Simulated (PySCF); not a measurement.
Isomers of C4H9ClO, mass 108.034 u with the commonest isotopes. Method used: PBE0-D3(BJ)/def2-SVP geometry optimisation, gas phase in PySCF 2.14.0. One conformer each, none proved a minimum here; rigid rotors.

Question: Order these by out-of-plane moment Σ m c² = (Ia + Ib − Ic)/2, largest first.
A. `[CH3:1][CH2:2][O:3][CH2:4][CH2:5][Cl:6]` with C1–C2–O3–C4 73°, C2–O3–C4–C5 170°, O3–C4–C5–Cl6 178°
B. `[CH3:1][O:2][CH2:3][CH2:4][CH2:5][Cl:6]` with C1–O2–C3–C4 174°, O2–C3–C4–C5 -60°, C3–C4–C5–Cl6 -65° (1-chloro-3-methoxypropane)
C. `[CH3:1][O:2][C@H:3]([CH3:4])[CH2:5][Cl:6]` with C1–O2–C3–C4 -75°, O2–C3–C5–Cl6 -173° (1-chloro-2-methoxypropane)

Answer: B (25.90 u·Å²), C (15.94 u·Å²), A (12.22 u·Å²).

Question: Order these by rotational constant C, smallest first.
A. `[CH3:1][O:2][CH2:3][CH2:4][CH2:5][Cl:6]` with C1–O2–C3–C4 174°, O2–C3–C4–C5 -60°, C3–C4–C5–Cl6 -65°
B. `[CH3:1][O:2][C@H:3]([CH3:4])[CH2:5][Cl:6]` with C1–O2–C3–C4 -75°, O2–C3–C5–Cl6 -173° (1-chloro-2-methoxypropane)
C. `[CH3:1][CH2:2][O:3][CH2:4][CH2:5][Cl:6]` with C1–C2–O3–C4 73°, C2–O3–C4–C5 170°, O3–C4–C5–Cl6 178° (2-chloroethyl ethyl ether)

Answer: C (934.6 MHz), B (1213 MHz), A (1252 MHz).

Question: Order these by rotational constant B, largest first.
A. `[CH3:1][CH2:2][O:3][CH2:4][CH2:5][Cl:6]` with C1–C2–O3–C4 73°, C2–O3–C4–C5 170°, O3–C4–C5–Cl6 178°
B. `[CH3:1][O:2][CH2:3][CH2:4][CH2:5][Cl:6]` with C1–O2–C3–C4 174°, O2–C3–C4–C5 -60°, C3–C4–C5–Cl6 -65°
C. `[CH3:1][O:2][C@H:3]([CH3:4])[CH2:5][Cl:6]` with C1–O2–C3–C4 -75°, O2–C3–C5–Cl6 -173° (1-chloro-2-methoxypropane)

Answer: B (1414 MHz), C (1352 MHz), A (985.5 MHz).

| SMILES | point group | Ia (u·Å²) | Ib (u·Å²) | Ic (u·Å²) | κ | μa (D) | μb (D) | μc (D) |
| --- | --- | --- | --- | --- | --- | --- | --- | --- |
| COCCCCl | C1 | 98.10 | 357.42 | 403.73 | -0.92 | 1.36 | 0.98 | 0.26 |
| CCOCCCl | C1 | 52.37 | 512.82 | 540.75 | -0.99 | 1.92 | 0.06 | 0.35 |
| CO[C@H](C)CCl | C1 | 74.64 | 373.74 | 416.50 | -0.95 | 1.79 | 0.30 | 0.37 |
